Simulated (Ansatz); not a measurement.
# Cubic perovskite BaTiO₃ (cubic high-temperature phase)

Computed with LDA+SOC (Ansatz, a first-principles code, PAW).

Settings: plane-wave cutoff 520 eV, 8×8×8 k mesh, Fermi–Dirac smearing 0.01 eV, PAW data made under PBE.

Cell: measured lattice: a = b = c = 4.0010 Å, α = β = γ = 90.00°.

| Item | Value |
|---|---|
| band gap | 1.71 eV (indirect) |
| smallest direct gap on the k points sampled | 1.77 eV |

Measured, for comparison: band gap 3.2 eV (temperature not stated, not corrected to a static lattice; as tabulated in Matsushita et al. (2011), arXiv:1104.2769). Computed (rounded) less measured: band gap -1.49 eV.

Note: held by symmetry at 0 K, a high-temperature phase can be a saddle point; cell and atoms aren't relaxed at this level (pressure -8.8 GPa).

Computed values are for the static lattice.
